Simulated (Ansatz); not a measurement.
## Heat of formation of Si2H6 (disilane) from total energies

Si2H6 has 8 atoms, charge 0, and is taken as a singlet. SMILES: `[SiH3][SiH3]`. The shape is that of a PBE0-D4/def2-TZVP optimisation.

```xyz
8

Si   -0.3405    0.4902   -1.0049
Si    0.3635   -0.5044    0.9910
H     0.8339    0.9482   -1.7949
H    -1.1129   -0.4839   -1.8219
H    -1.2080    1.6641   -0.7179
H     1.1390    0.4686    1.8063
H     1.2281   -1.6805    0.7040
H    -0.8110   -0.9592    1.7826
```

Total energies at B3LYP/aug-cc-pVDZ (Ansatz 0.2.0); the atoms run unrestricted:

```
species    state  energy (Eh)
  Si2H6  singlet  -582.614438
     Si  triplet  -289.389841
      H  doublet    -0.501657
```

Harmonic wavenumbers at PBE0-D4/def2-TZVP, in cm⁻¹: 135, 362, 362, 433, 625, 625, 836, 910, 932, 932, 946, 946, 2213, 2220, 2222, 2222, 2232, 2232.

Measured heats of formation of the gaseous atoms at 298.15 K, in kJ/mol: Si 450.0, H 218.0. Spin-orbit lowering of the atoms at 298 K (mean of the ground term's levels less their thermal mean, from spectra), in kJ/mol: Si 0.44. Take 1 Eh = 2625.50 kJ/mol, 1 cm⁻¹ = 0.0119627 kJ/mol, RT = 2.479 kJ/mol.

Task: What heat of formation follows?

Result: 
1. Electronic atomisation energy: 2 × (-289.389841) + 6 × (-0.501657) − (-582.614438) = 0.824814 Eh = 2165.5 kJ/mol.
2. Zero-point energy: half the sum of the wavenumbers, 10692.5 cm⁻¹ = 127.9 kJ/mol.
3. Thermal vibrational enthalpy, Σ hcν̃/(exp(hcν̃/kT) − 1): 5.9 kJ/mol. Translation, rotation and pV of a non-linear molecule: 4 RT = 9.9 kJ/mol.
4. The 8 free atoms carry 5/2 RT each: 49.6 kJ/mol.
5. Spin-orbit coupling lowers the free atoms by 2 × 0.44 = 0.9 kJ/mol.
6. Atomisation enthalpy at 298 K: 2165.5 − 0.9 − 127.9 − 5.9 − 9.9 + 49.6 = 2070.5 kJ/mol.
7. Sum of the atoms' heats of formation: 2208.0 kJ/mol. Heat of formation: 2208.0 − 2070.5 = +137.5 kJ/mol.

The tabulated value is +80.3 kJ/mol (CRC Handbook of Chemistry and Physics; in doubt, as an older value, an estimate or one at odds with other calculations), so this level is off by +57.2 kJ/mol, or 2.7 % of the atomisation enthalpy that the table implies (2127.7 kJ/mol). Anharmonicity and any spin-orbit splitting of the molecule are left out.
